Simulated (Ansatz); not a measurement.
in.yaml

```yaml
crystal:
  periodic: [false, false, false]
  atoms:
    - {symbol: Ge, position_ang: [0.000000, 0.000000, 0.000000]}
    - {symbol: Al, position_ang: [0.000000, 0.000000, 2.719000]}
basis:
  gaussian: {orbitals: cc-pVDZ}
magnetization: {spin_polarized: true, initial_magnetization: 1}
hamiltonian: {xc: hf}
output: {orbitals: {seedname: orbitals}}
```

```sh
$ ansatz run in.yaml --threads 1 --pin off --events-out ev --progress --plain --max-ram 2393MiB
```

Log:

```
511 factors; integrals over basis functions are off by at most 8.8e-4 eV
mean field evaluation 1: about -63051.9494 eV, gradient 6.0e0 eV
mean field evaluation 2: about -63051.9698 eV, gradient 6.0e0 eV
mean field evaluation 4: about -63052.5950 eV, gradient 1.0e0 eV
mean field evaluation 8: about -63052.5945 eV, gradient 4.1e-1 eV
mean field evaluation 16: about -63053.3902 eV, gradient 2.3e-5 eV
mean field evaluation 32: about -63054.3898 eV, gradient 2.4e-3 eV
mean field evaluation 64: about -63053.2604 eV, gradient 8.3e-1 eV
mean field evaluation 96: about -63054.0737 eV, gradient 3.2e0 eV
mean field evaluation 128: about -63054.3737 eV, gradient 1.3e-1 eV
mean field evaluation 160: about -63054.2156 eV, gradient 1.1e-1 eV
mean field evaluation 192: about -63054.2962 eV, gradient 5.5e-1 eV
mean field evaluation 224: about -63053.7269 eV, gradient 1.2e0 eV
mean field evaluation 256: about -63054.3790 eV, gradient 3.9e-2 eV
mean field evaluation 288: about -63052.6313 eV, gradient 6.1e-1 eV
mean field evaluation 320: about -63054.3766 eV, gradient 3.7e-1 eV
mean field evaluation 352: about -63052.5945 eV, gradient 4.3e-1 eV
mean field evaluation 384: about -63052.6230 eV, gradient 4.0e-5 eV
mean field evaluation 416: about -63054.2173 eV, gradient 1.0e-1 eV
mean field evaluation 448: about -63052.3051 eV, gradient 5.9e0 eV
mean field -63054.38981342 eV, -2317.2060858426 hartree, gradient 3.8e-6 eV, S^2 1.846782; 12 other end points of the search recorded, 0 dependent functions left out
reference -63054.38981342 eV, -2317.2060858426 hartree; 23, 22 occupied and 22, 23 virtual orbitals, 511 factors
Total energy: -63054.38981342 eV, -2317.2060858426 hartree
```

Ran on 1 thread of Arm Neoverse V1, shared host: 6 s wall, 0.1 GiB peak host memory.
